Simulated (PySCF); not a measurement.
# Dipole moment and polarisability of 1-methylimidazole

1-methylimidazole, C4H6N2.
Atom-mapped SMILES: `[CH3:1][n:2]1[cH:3][cH:4][n:5][cH:6]1` (hydrogens: H7, H8, H9 on C1; H10 on C3; H11 on C4; H12 on C6)

Structure used (GFN2-xTB), in Å, numbered top down from 1:
```xyz
12
C4H6N2 angstrom
C     -1.651   -0.221    0.152
N     -0.250    0.046    0.007
C      0.752   -0.883   -0.038
C      1.915   -0.180   -0.159
N      1.650    1.151   -0.188
C      0.355    1.254   -0.086
H     -1.867   -0.616    1.149
H     -1.978   -0.953   -0.589
H     -2.210    0.702    0.010
H      0.553   -1.934    0.017
H      2.920   -0.545   -0.226
H     -0.188    2.178   -0.077
```

Level: CAM-B3LYP/def2-SVPD (PySCF), static field, nuclei fixed, core orbitals frozen in the response. The polarisability tensor in these axes (au):

```
x   70.69  0.87 -2.74
y    0.87 63.12 -0.99
z   -2.74 -0.99 40.86
```

Problem. Give the principal values, the mean and the anisotropy Δα = √{½[(α1 − α2)² + (α2 − α3)² + (α1 − α3)²]}.

Solution. Principal values 40.58, 63.04 and 71.06 au; mean 58.22 au = 8.63 Å³ = 9.60 × 10⁻⁴⁰ C²·m²/J; Δα = 27.37 au (47 % of the mean).

Problem. What is the dipole moment, and where does it point?

Solution. (-3.70, -1.88, 0.39) D, 4.17 D in size, pointing from the negative to the positive side. Measured along this direction, the outermost atoms are H11 at the negative end and H8 and H7 at the positive end.

Problem. Find the Langevin capture rate constant for O2+ (31.990 u) meeting this molecule (82.053 u), k = 2.342 × 10⁻⁹ cm³/s × √(α in Å³ / reduced mass in u).

Solution. The reduced mass is 23.02 u, so k = 1.43 × 10⁻⁹ cm³/s. The formula leaves out the permanent dipole, which adds to the capture rate.

Problem. Along which axes do the principal values lie, and how far do the nuclei extend along each?

Solution. Largest value along (0.99, 0.12, -0.09), where the nuclei span 4.94 Å; middle along (-0.12, 0.99, -0.03), 4.17 Å; least along (0.09, 0.04, 1.00), 1.75 Å. The response follows the extents in order.

Problem. Refractivity n − 1 of an ideal gas of it at 350 K and 1 atm, from the electronic α?

Solution. N = p/kT = 2.0968 × 10¹⁹ cm⁻³, so n − 1 = 2π × N × 8.63 × 10⁻²⁴ cm³ = 1137 × 10⁻⁶ at long wavelengths, for an ideal gas.

Problem. In a dilute gas of rigid molecules at 250 K, how does the orientational term μ²/3kT compare with the electronic polarisability?

Solution. In Gaussian units μ²/3kT = 167.63 Å³ against 8.63 Å³, a ratio of 19.43; the Debye molar polarisation (4π/3)N_A(α + μ²/3kT) is 444.6 cm³/mol, leaving out the vibrational part.

Problem. Estimate the molar refractivity from the static electronic polarisability.

Solution. Lorentz–Lorenz: R = (4π/3)N_A α = 2.5225 cm³/(mol·Å³) × 8.63 Å³ = 21.8 cm³/mol, in the limit of long wavelengths.

Isolated species at its GFN2-xTB geometry, gas phase.

The run behind these numbers computed excited states as well. Time: 16 s of wall time. Hardware: x86-64 server, one thread, no GPU (shared host).
